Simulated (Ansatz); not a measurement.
Geometry optimisation, RKS PBE0/def2-SVP in Ansatz 0.2.0.

Input file:

```yaml
crystal:
  periodic: [false, false, false]
  atoms:
    - { symbol: Al, position_ang: [0.442223, 0.077522, -0.383661] }
    - { symbol: O, position_ang: [0.493388, -0.163389, 1.333114] }
    - { symbol: Si, position_ang: [-0.261232, -0.473992, 2.770449] }
    - { symbol: H, position_ang: [-1.432452, -1.391944, 2.586055] }
    - { symbol: H, position_ang: [0.692662, -1.121758, 3.719927] }
    - { symbol: H, position_ang: [-0.76351, 0.7907, 3.394283] }
    - { symbol: H, position_ang: [1.983145, 0.170498, -0.348548] }
    - { symbol: H, position_ang: [-0.810425, 0.131662, -1.34232] }
basis:
  gaussian: { orbitals: def2-SVP }
hamiltonian:
  xc: pbe0
relax:
  f_tol: 0.03
  max_steps: 50
output:
  orbitals: {}
```

Command:

```bash
$ ansatz run input.yaml --threads 1 --pin off --max-ram 2048MiB --backend cpu --events-out ev --progress --plain --runs-dir out
```

Problem. Where does it end, and by what steps?

Solution. The run converged. After 5 steps the energy has fallen by 0.545 eV; H7 moved furthest, 0.38 Å.

```
step  energy less start (eV)  largest force component (eV/Å)  accepted
   0                  0.0000                           1.350       yes
   1                 -0.3359                           0.935       yes
   2                 -0.5037                           0.533       yes
   3                 -0.5052                           1.259       yes
   4                 -0.5440                           0.132       yes
   5                 -0.5454                           0.030       yes
```

```xyz
8
Properties=species:S:1:pos:R:3
Al 0.576 0.078 -0.321
O 0.181 -0.183 1.311
Si -0.351 -0.492 2.839
H -1.533 -1.408 2.809
H 0.726 -1.138 3.649
H -0.754 0.783 3.508
H 2.101 0.288 -0.689
H -0.603 0.091 -1.378
```

Whether the end is a true minimum wasn't checked by a vibrational analysis.

Run time: 17 s on 1 thread of Arm Neoverse V1, on a shared host, peak memory 0.14 GiB.
